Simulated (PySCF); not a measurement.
Compound: C3H3F2O (charge +1).
Geometry (PBE0-D3(BJ)/def2-SVP, Å), atoms numbered from 1 in this order:
```xyz
9
C3H3F2O angstrom
O      2.5106   -0.5633   -0.0469
C      1.5214   -0.0460   -0.0592
C      0.2502    0.5894   -0.0592
C     -0.9403   -0.4379   -0.0214
F     -0.6568   -1.3338    0.9239
F     -2.0108    0.2622    0.3012
H      0.2078    1.2024    0.8652
H      0.1976    1.2659   -0.9341
H     -1.0816   -0.9395   -0.9937
```

Computed with PySCF at PBE0/def2-SVPD, non-relativistic, on one gas-phase PBE0-D3(BJ)/def2-SVP geometry that isn't relaxed in the solvent. The solvent is an IEF-PCM continuum (Bondi radii, 1.10 Å for H, scaled by 1.2), and excitations are vertical TDDFT with non-equilibrium linear response and a frozen core. The model holds no explicit solvent molecules, cavitation or dispersion.

```
run  E − E(gas) (kcal/mol)  HOMO (eV)  HOMO–LUMO gap (eV)  lowest singlet (eV)  static polarisability (au)
gas                   0.00     -15.82                7.19                 6.04                        36.4
  P                 -38.01     -13.07                7.43                 6.25                        39.9
  Q                 -61.91     -11.44                7.62                 6.43                        43.4
```

Problem. The runs were made in benzene and dichloromethane. Which run belongs to which solvent?

Solution. P = benzene, Q = dichloromethane. The dielectric constants are 2.271 (benzene), 8.93 (dichloromethane), and the energy falls further as ε rises. The optical constants n² used for the excitations are 2.25, 2.03 in the same order. In this model the ground state sees the solvent through ε alone.

Problem. How constant is the ratio of the lowering to 1 − 1/ε?

Solution. 
```
        solvent  1 − 1/ε  E − E(gas) (kcal/mol)  ratio (kcal/mol)  polarisation term (kcal/mol)
        benzene    0.560                 -38.01             -67.9                        -38.45
dichloromethane    0.888                 -61.91             -69.7                        -63.45
```

The ratio changes by +2.6 % in size from benzene to dichloromethane. The polarisation term is half the interaction of the solute with the induced surface charges.
